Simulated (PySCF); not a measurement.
Q: What does the GFN2-xTB structure of `NC(=O)CC=O` look like in three dimensions?

A: 
```xyz
11
C3H5NO2 angstrom
N      1.446   -0.193    0.575
C      0.780   -0.434   -0.568
O      1.145   -1.183   -1.438
C     -0.512    0.401   -0.699
C     -1.405    0.166    0.477
O     -1.090    0.383    1.619
H      0.979    0.280    1.335
H      2.253   -0.758    0.786
H     -0.198    1.447   -0.708
H     -0.999    0.151   -1.639
H     -2.395   -0.258    0.235
```

Orientation and origin are arbitrary. Atoms count from 1 in this order. H7 on N1 lies 2.09 Å from O6, 5 bonds away (angle at H 126°; Bondi radii sum to 2.72 Å). The C–C distances run from 1.495 Å (C4–C5, drawn single) to 1.544 Å (C2–C4, drawn single), a spread of 0.049 Å. N1 (amide nitrogen) is almost planar (angles 119.6°, 118.4° and 118.3°, sum 356.4°, 0.12 Å off the plane of its three neighbours). Of the pairs four or more bonds apart, those above aside, C5···H7 is among the closest relative to their van der Waals radii: 2.54 Å, 87 % of the sum of Bondi's values.

Bonds between heavy atoms (Å): N1–C2 1.345, C2=O3 1.205, C2–C4 1.544, C4–C5 1.495, C5=O6 1.204.

Structure optimised with GFN2-xTB, isolated species.

Point group: C1 (no symmetry element, even within 0.4 Å). Stationary, but not proved a minimum. The numbers are those of one conformer (N1–C2–C4–C5 -56°, C2–C4–C5–O6 59°).

The numbers are calculated, not measured.
